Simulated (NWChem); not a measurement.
# SiH₃, doublet; SMILES [SiH3]

Computed with NWChem. Spin-unrestricted. In the optimisation the excess spin sits in a (C3, its own frame). All runs use the structure optimised with PBE0-D3(BJ)/def2-TZVP, spin-unrestricted. No stability test was run on the SCF state. Level: B3LYP/def2-SVP with SMD (1 M gas to 1 M solution), gas-phase geometry. Reactions with the solvent are ignored.

Problem. What does the run give for solvent dimethyl sulfoxide? Quantities: solvation free energy (kcal/mol); cavity-dispersion-structure term (kcal/mol); dipole in solution (D).

Solution. 
```json
{
 "solvation free energy (kcal/mol)": "0.4",
 "cavity-dispersion-structure term (kcal/mol)": "0.5",
 "dipole in solution (D)": "0.05"
}
```
